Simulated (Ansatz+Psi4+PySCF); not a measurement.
The numbers below are computed, except where a source is named.
```xyz
4

P     0.0000    0.0000    0.1246
H     0.0000    1.2006   -0.6231
H     1.0398   -0.6003   -0.6231
H    -1.0398   -0.6003   -0.6231
```

Basis set: cc-pVTZ on H; cc-pV(T+d)Z on P (spherical functions). Correlated methods keep 5 orbitals frozen. Charge 0, multiplicity 1.

Starred EOM-CCSD(T)(a) on the restricted Hartree–Fock determinant with PySCF 2.14.0; the energies are vertical.

(1) The solver was asked for the few lowest roots only. Give the ionization energies of singlet PH3 among them whose weight of singles is over 0.7.

## Answers

(1)

```
root  energy (eV)  weight of singles
   1        10.44               0.96
   2        13.80               0.95
   3        13.80               0.95
```

Higher main lines weren't sought.
